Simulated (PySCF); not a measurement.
Gas-phase reaction: H + Al2O ⇌ AlOH + Al

Computed with PySCF and rigid-rotor harmonic-oscillator thermochemistry at 1 bar. The comparison is the NASA 1993 polynomial table, which mixes measured and estimated data. After a fit of one offset per element over all species, the range-separated, M06-2X, PBE0/def2-QZVP and CCSD(T)/def2-TZVPP enthalpies, where run, lie to one side of the table for Al2O (-34 kJ/mol): a fault of the table's entry, another state or a shared error of the levels is possible; this was not checked at source. S°(298 K) at PBE0/def2-TZVP differs from the NASA 1993 table for Al2O (+6 J/mol/K), AlOH (+24 J/mol/K); whether the harmonic model or the table's entry is off was not settled. † marks an energy on the PBE0/def2-TZVP geometry and frequencies; other levels use their own. CCSD(T) freezes the core. Open shells (unrestricted): H (multiplicity 2), Al (multiplicity 2, electronic degeneracy 6); the rest are closed-shell singlets. Spin-orbit splitting is ignored; it lowers the true energy and changes the entropy of Al. CCSD(T) isn't extrapolated to the basis-set limit; its ΔH°(298 K) is 85.6 kJ in def2-SVP and 78.5 kJ in def2-TZVPP. The harmonic model lacks anharmonicity and excited electronic states, which grow with temperature; levels with a mode under 35 cm⁻¹ are left out. Soft modes under 120 cm⁻¹ make the harmonic entropy rough for Al2O, AlOH. The table's entry may be an old estimate for Al2O, AlOH (not checked at source). Warning, large T1 diagnostic: Al2O (CCSD(T)/def2-SVP†).

```json
[
 {"level": "table", "ΔH°(298 K), kJ": "77.0", "minus table": "-", "ΔG°(1200 K), kJ": "73.3"},
 {"level": "CCSD(T)/def2-SVP†", "ΔH°(298 K), kJ": "85.6", "minus table": "8.6", "ΔG°(1200 K), kJ": "51.0"},
 {"level": "HF/def2-TZVP†", "ΔH°(298 K), kJ": "84.7", "minus table": "7.7", "ΔG°(1200 K), kJ": "50.1"},
 {"level": "M06-2X/def2-TZVP†", "ΔH°(298 K), kJ": "96.5", "minus table": "19.5", "ΔG°(1200 K), kJ": "61.9"},
 {"level": "PBE/def2-SVP", "ΔH°(298 K), kJ": "82.2", "minus table": "5.2", "ΔG°(1200 K), kJ": "65.0"},
 {"level": "PBE/def2-TZVP†", "ΔH°(298 K), kJ": "77.9", "minus table": "0.9", "ΔG°(1200 K), kJ": "43.3"},
 {"level": "PBE0/def2-QZVP†", "ΔH°(298 K), kJ": "70.6", "minus table": "-6.4", "ΔG°(1200 K), kJ": "36.0"}
]
```
